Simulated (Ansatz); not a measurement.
Predicting a hybrid from its neighbours: HF (hydrogen fluoride)

HF has 2 atoms, charge 0, and is taken as a singlet. SMILES: `F`. Geometry: relaxed at PBE0-D4/def2-TZVP.

The electronic atomisation energy y, in eV, basis cc-pVTZ; a is the functional's share of exact exchange. Programs: Ansatz 0.2.0.

| functional | program | a | y (eV) |
| --- | --- | --- | --- |
| r2SCAN | Ansatz | 0 | 5.92 |
| PBE | Ansatz | 0 | 6.06 |
| B3LYP | Ansatz | 0.2 | 5.95 |
| PBE0 | Ansatz | 0.25 | ? |
| r2SCAN0 | Ansatz | 0.25 | 5.76 |
| BHLYP | Ansatz | 0.5 | 5.63 |

**Question.** Fit y = c + s·a to the known rows and predict PBE0.

**Answer.** 
1. Means of the 5 rows: a = 0.1900, y = 5.864.
2. Σ(Δa)² = 0.172, Σ(Δa·Δy) = -0.1258, so the slope is -0.1258/0.172 = -0.7314.
3. Intercept: 5.864 − (-0.7314) × 0.1900 = 6.003. The largest residual of the fit is 0.093.
4. PBE0: 6.003 + (-0.7314) × 0.25 = 5.82 eV.

The run gave 5.86 eV, so the prediction is off by -0.04 eV, within the scatter of the fit. The rows mix families of semi-local functionals, which the line can't see.
